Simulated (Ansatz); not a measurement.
Process, species as SMILES: [SH] (SH) → H atom + S atom
B3LYP-D3(BJ)/def2-TZVP geometries, fixed; electronic energies without zero-point terms.

Basis-set convergence of the atomisation energy at PBE with Ansatz (a quantum-chemistry and plane-wave program). Cartesian d functions, on some or all atoms, in 6-31G*, 6-311+G**; all else is spherical. The program fits the integrals of some runs and decomposes those of others, by size. Open shells are unrestricted. No added dispersion term, no relativity. Functions are those of the species that has most. Reference: the value in aug-cc-pV(5+d)Z, 88.12 kcal/mol, itself unsure by roughly 0.02 kcal/mol (its mean distance from pcseg-4, aug-pcseg-3, aug-cc-pV(Q+d)Z). Deviations are taken from unrounded values.

```tsv
basis	functions	atomisation energy (kcal/mol)	minus reference (kcal/mol)
def2-SV(P)	20	82.83	-5.29
6-31G*	21	84.70	-3.42
def2-SVP	23	86.26	-1.86
cc-pV(D+d)Z	28	86.63	-1.48
def2-SVPD	35	87.38	-0.74
6-311+G**	37	86.21	-1.91
6-311++G(2d,2p)	45	87.54	-0.58
6-311++G(3df,3pd)	65	88.22	0.11
def2-TZVPPD	68	88.26	0.14
cc-pV(Q+d)Z	94	88.04	-0.08
def2-QZVPPD	112	88.07	-0.04
aug-cc-pV(Q+d)Z	135	88.09	-0.03
aug-pcseg-3	138	88.10	-0.02
```
